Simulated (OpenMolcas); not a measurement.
**SO3 (sulfur trioxide) at HF/def2-TZVPPD (RICD fitting)**

Aim: the vertical ionisation energy of SO3 (sulfur trioxide) at HF/def2-TZVPPD (RICD fitting), from 2 runs. 

Program for the calculation: OpenMolcas 26.06.

1 further run of the same task is left out (set aside as unsound or not needed).

## 1. The system as given

SO3: 4 atoms, total charge 0, spin state singlet. As SMILES, `O=S(=O)=O`. The shape is that of a PBE0-D4/def2-TZVP optimisation.

Bond lengths: O1–S2 1.419 Å, S2–O3 1.419 Å, S2–O4 1.419 Å. Angles: O1–S2–O3 120.0°, O1–S2–O4 120.0°, O3–S2–O4 120.0°.

## 2. Energy and gradient at HF/def2-TZVPPD (RICD fitting)

The input, input.xyz:

```xyz
4

O     -1.121570    -0.684610     0.536720
S      0.000010    -0.000030    -0.000040
O      1.308940    -0.327680     0.440460
O     -0.187380     1.012320    -0.977150
```

The input, job.inp:

```
&GATEWAY
  BasLib = $CurrDir
  Coord = input.xyz
  Basis = def2-TZVPPD
  Group = NoSym
  RICD

&SEWARD

&SCF
  PrOrbitals = 0

&ALASKA
```

The basis set def2-TZVPPD is read from a file made from the Basis Set Exchange's data (not shown).

The run is started by

```bash
$ export MOLCAS_MEM=1860
$ pymolcas job.inp > job.log
```

Standard output:

```text
--- Start Module: gateway ---
[...]
--- Stop Module: gateway /rc=_RC_ALL_IS_WELL_ ---
[...]
      Basis functions          171
[...]
--- Start Module: scf ---
[...]
       Convergence after  12 Iterations
[...]
::    Total SCF energy                               -622.1728801264
[...]
      Total spin, S                                     0.0000000000
[...]
      Total electronic charge=   40.000000
      Total            charge=   -0.000000
[...]
      Dipole Moment (debye):
      Origin of the operator (angstrom)=    0.0000   -0.0000   -0.0000
                   X=  1.0830E-04               Y= -2.0553E-04               Z= -2.6912E-04           Total=  3.5553E-04
      Quadrupole Moment (debye*angstrom):
[...]
--- Stop Module: scf /rc=_RC_ALL_IS_WELL_ ---
[...]
--- Start Module: alaska ---
[...]
 *              Molecular gradients               *
 **************************************************
  Irreducible representation: a
 ------------------------------------------------------------------------------------------
                              X                       Y                       Z
 ------------------------------------------------------------------------------------------
  O1               -4.38824427363862E-02   -2.67786815577047E-02    2.10077964972992E-02
  S2                1.22549424882040E-05   -2.36554410364166E-05   -2.38775282026885E-05
  O3                5.12074350428264E-02   -1.28160305616509E-02    1.72433590804033E-02
  O4               -7.33724724901608E-03    3.96183675603439E-02   -3.82272780496749E-02
 ------------------------------------------------------------------------------------------
--- Stop Module: alaska /rc=_RC_ALL_IS_WELL_ ---
[...]
```

It took 19 s on 1 thread of Arm Neoverse V2, shared host; peak memory 0.51 GiB.

## 3. The doublet cation at the same level

input.xyz is that of step 2.

The input, job.input:

```
&GATEWAY
 BasLib=$CurrDir
 Coord=input.xyz
 Basis=def2-TZVPPD
 Group=NoSym
 RICD

&SEWARD

&SCF
 UHF
 Charge=1
 Spin=2
 PrOrbitals=0

&ALASKA
```

The basis set def2-TZVPPD is read from a file made from the Basis Set Exchange's data (not shown).

The run is started by

```bash
$ export MOLCAS_MEM=1860
$ pymolcas job.input > job.log
```

Standard output:

```text
--- Start Module: gateway ---
[...]
--- Stop Module: gateway /rc=_RC_ALL_IS_WELL_ ---
[...]
      Basis functions          171
[...]
--- Start Module: scf ---
[...]
       Convergence after  18 Iterations
[...]
::    Total SCF energy                               -621.6956021244
[...]
      Total spin, S                                     0.5486803874
[...]
      Total electronic charge=   39.000000
      Total            charge=    1.000000
[...]
      Dipole Moment (debye):
      Origin of the operator (angstrom)=    0.0000   -0.0000   -0.0000
                   X= -9.4605E-04               Y= -7.1340E-04               Z=  1.4190E-04           Total=  1.1934E-03
      Center of Charge (angstrom)
[...]
--- Stop Module: scf /rc=_RC_ALL_IS_WELL_ ---
[...]
--- Start Module: alaska ---
[...]
 *              Molecular gradients               *
 **************************************************
  Irreducible representation: a
 ------------------------------------------------------------------------------------------
                              X                       Y                       Z
 ------------------------------------------------------------------------------------------
  O1               -4.96022727250036E-02   -3.02773369674973E-02    2.37493359373726E-02
  S2               -1.14929261930695E-04   -6.82889134234997E-05    1.29239230022642E-05
  O3                5.79962724921899E-02   -1.45015756512645E-02    1.95121215429399E-02
  O4               -8.27907050526466E-03    4.48472015322174E-02   -4.32743814033607E-02
 ------------------------------------------------------------------------------------------
--- Stop Module: alaska /rc=_RC_ALL_IS_WELL_ ---
[...]
```

Run time: 38 s. Hardware: 1 thread of Arm Neoverse V2, shared host; peak memory 0.51 GiB.

## 4. What came out

At HF/def2-TZVPPD (RICD fitting):

| quantity | value |
| --- | --- |
| singlet SO3: total energy | -622.17288 Eh |
| singlet SO3: dipole moment | 0.00 D |
| singlet SO3: HOMO energy | -14.68 eV |
| singlet SO3: LUMO energy | 0.63 eV |
| singlet SO3: HOMO–LUMO gap | 15.32 eV |
| singlet SO3: largest force on an atom | 2.856 eV/Å |
| doublet cation: total energy | -621.69560 Eh |
| doublet cation: HOMO energy (highest over α and β) | -21.83 eV |
| doublet cation: LUMO energy (lowest over α and β) | -11.32 eV |
| doublet cation: ⟨S²⟩ | 0.850 |
| doublet cation: largest force on an atom | 3.234 eV/Å |
| vertical ionisation energy (to the doublet cation) | 12.987 eV |

In words: Removing an electron at fixed nuclei costs 12.99 eV (299 kcal/mol). The largest force (singlet SO3) is 2.86 eV/Å: the shape isn't a stationary point for this species at this level. The negative HOMO energy of the first species, 14.68 eV, lies 1.70 eV above that difference. Mulliken charges (doublet cation) run from -0.16 on O3 to +1.47 on S2; in a basis this large or diffuse they mean little.
